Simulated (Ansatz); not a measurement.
**fcc Ba (model structure)**

Computed with r²SCAN (Ansatz, a first-principles code, PAW).

Run with plane-wave cutoff 500 eV, 20×20×20 k mesh, Fermi–Dirac smearing 0.1 eV, scalar-relativistic PAW data made under PBE.

Cell (relaxed at this level):

```cif
data_Ba4
_chemical_formula_sum 'Ba4'
_space_group_name_H-M_alt 'Fm-3m'
_space_group_IT_number 225
_space_group_name_Hall '-F 4 2 3'
_cell_length_a 6.45062
_cell_length_b 6.45062
_cell_length_c 6.45062
_cell_angle_alpha 90.000
_cell_angle_beta 90.000
_cell_angle_gamma 90.000
loop_
_atom_site_label
_atom_site_type_symbol
_atom_site_symmetry_multiplicity
_atom_site_Wyckoff_symbol
_atom_site_fract_x
_atom_site_fract_y
_atom_site_fract_z
_atom_site_occupancy
Ba1 Ba 4 a 0.00000 0.00000 0.00000 1
```
(The calculation used a cell of 1 atom; values per cell refer to that cell.)

```
Property  Value
--------  -----
band gap   none
```

Note: the relaxation could raise the start's symmetry but not lower it, so the cell can be a saddle point.

Spin–orbit coupling is not included.

Computed values are for the static lattice.

The result took very roughly 100 core-seconds.

A model structure was made by putting elements into a prototype or built by hand; it is no filed structure, need not be a known phase, and can be a saddle point held by its symmetry.
